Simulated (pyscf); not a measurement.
Structures and frequencies: ωB97X-D3(BJ)/def2-SVP in PySCF. Correlated levels are frozen-core, on RHF or UHF. ΔMP2 is the change of the MP2 total energy from the triple- to the quadruple-zeta basis.

Problem. For the elementary gas-phase step H₃C–CH(F)–F -> F–C:–F [singlet] + CH₄ (singlet surface; C–C, C–H broken, C–H formed), what barrier and reaction energy does CCSD(T)/def2-TZVPP + ΔMP2(QZVPP) give, measured from the reactant's lowest minimum found?

Solution. ΔE‡ = 96.4 kcal/mol, ΔE = +59.6 kcal/mol. Zero-point energy shifts the barrier by -4.6 kcal/mol. It is a 1,1-elimination, with an imaginary mode of 1447i cm⁻¹. The same reactants have a lower exit, to H₂C=CH–F + HF (barrier +66.8 kcal/mol at ωB97M-D3(BJ), against +97.2 kcal/mol here). One saddle was located; it need not be the lowest between these sides. The CCSD(T) − MP2 part came from Ansatz, without density fitting, on the same reference.
